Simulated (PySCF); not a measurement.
**Highest orbital energy against ionisation energy along the third row**

Calculated with PySCF 2.14, no spin-orbit coupling. Each cell gives −ε(HOMO) / ΔSCF in eV; NIST values include spin-orbit coupling, (s) semi-empirical, (t) theoretical.

```tsv
species	UHF	LDA	PBE	PBE0	r2SCAN	NIST (lowest levels)
Mg (x2c-QZVPPall with one added diffuse shell each of s, p, d, f type, spin-free X2C)	6.896 / 6.615	4.780 / 7.733	4.704 / 7.622	5.433 / 7.551	4.816 / 7.381	7.646
Al (x2c-QZVPPall with one added diffuse shell each of s, p, d, f type, spin-free X2C)	5.935 / 5.600	3.006 / 6.027	3.087 / 6.069	3.900 / 6.089	3.334 / 6.164	5.986
Si (x2c-QZVPPall with one added diffuse shell each of s, p, d, f type, spin-free X2C)	8.189 / 7.626	4.563 / 8.223	4.598 / 8.187	5.619 / 8.208	4.900 / 8.308	8.152
P (x2c-QZVPPall with one added diffuse shell each of s, p, d, f type, spin-free X2C)	10.656 / 9.893	6.285 / 10.565	6.284 / 10.476	7.522 / 10.516	6.686 / 10.624	10.487
S (x2c-QZVPPall with one added diffuse shell each of s, p, d, f type, spin-free X2C)	10.311 / 9.221	6.155 / 10.553	6.146 / 10.413	7.407 / 10.387	6.414 / 10.374	10.360
Cl (x2c-QZVPPall with one added diffuse shell each of s, p, d, f type, spin-free X2C)	13.068 / 11.746	8.193 / 13.186	8.118 / 12.952	9.587 / 12.936	8.453 / 12.996	12.968
Ar (x2c-QZVPPall with one added diffuse shell each of s, p, d, f type, spin-free X2C)	16.064 / 14.529	10.388 / 15.972	10.270 / 15.684	11.962 / 15.693	10.708 / 15.742	15.760
```

Question: How far is −ε(HOMO) from ΔSCF on average for each method, and why?

Answer: UHF 0.84 eV; LDA -4.13 eV; PBE -4.03 eV; PBE0 -2.85 eV; r2SCAN -3.75 eV. Hartree-Fock orbital energies lack relaxation and so exceed the ΔSCF value; semilocal functionals have convex E(N) from self-interaction, so their HOMO lies far too high; exact exchange moves hybrids part of the way back.
